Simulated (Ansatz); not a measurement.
C2H7N, SMILES C(C)N (connectivity only; charge and spin as stated), charge +1, multiplicity 2.

The structure is a stationary point at B3LYP-D3(BJ)/def2-TZVP. The spin state was assumed, not searched. The values are those of a single conformer.

Two levels are set side by side: PBE/def2-SVPD (Ansatz, an electronic-structure program) and CAM-B3LYP/def2-SVPD (Ansatz). Energy differences of separate SCF runs at the same geometry; the states with an electron removed or added have multiplicity 1 and 1. Differences are taken from unrounded values.

```csv
quantity,CAM-B3LYP
vertical ionisation energy (eV),18.12
vertical electron affinity (eV),8.50
```

What does PBE give, and how far is it from CAM-B3LYP? (Estimate from the structure and the level; the computed values follow.)


```
quantity                           PBE  PBE minus CAM-B3LYP
-------------------------------  -----  -------------------
vertical ionisation energy (eV)  17.29                -0.83
vertical electron affinity (eV)   8.29                -0.21
```
